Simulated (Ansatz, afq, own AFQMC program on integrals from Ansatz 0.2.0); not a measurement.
**AlGeH, triplet: AFQMC among the cluster methods**

```xyz
3

Ge    0.0000    0.1903    0.6287
Al    0.0000   -0.5793   -1.6959
H     0.0000    1.7905    0.0865
```

Connectivity, by distances: GeH–Al.

Basis cc-pVDZ. Only valence electrons are correlated. Integrals, coupled cluster, full CI and functionals: Ansatz 0.2.0; the random walks run on the same integrals in our own AFQMC program. ph-AFQMC/CISD is guided by a CISD state made of CCSD amplitudes; releasing the constraint for a short imaginary time cuts its bias at the price of noise, slowly where states lie close. Uncertainties: one standard error, sampling alone. No spin–orbit coupling.

Determinant: UHF, the one that the program's search chose, which needn't be the lowest solution. The geometry is a point of a scan.

No full CI on the walks' own integrals is used here; CCSDT(Q) serves as the reference and is uncertain by about the last step of the cluster series.

Cautions: no relativity below Rb; no spin-orbit coupling; inner d shell frozen; lower spins were not checked; unrestricted determinant slightly spin contaminated (⟨S²⟩ 2.07 against 2.00).

```
T1 diagnostic                               : 0.0362
weight of the determinant in the CISD state : 0.851
⟨S²⟩ of the determinant                     : 2.065
size of the correlated space                : 8 electrons in 31 orbitals
```

Reference: CCSDT(Q), correlation energy -4.127 eV. The released energy is read at 2.40 1/Eh (meV from the phaseless value at times in 1/Eh: -4 ± 11 at 0.24, 6 ± 10 at 0.51, 3 ± 9 at 0.99, 0 ± 9 at 1.62, 3 ± 8 at 2.40).

```tsv
level	E − E(reference) (kcal/mol)	share of correlation (%)
HF	95.17	0.00
MP2	25.94	72.74
CCSD	4.80	94.95
CCSD(T)	1.21	98.72
CCSDT	0.24	99.75
ph-AFQMC/CISD	-0.25 ± 0.27	100.26
released AFQMC	-0.18 ± 0.17	100.19
```

A walk keeps the symmetry of its determinant, which the program's search chose and which needn't be the lowest solution, so a lower state of the same spin and another symmetry isn't excluded. Released energies are given only where the last usable release times agree within the noise; a slower fall can still hide under it.
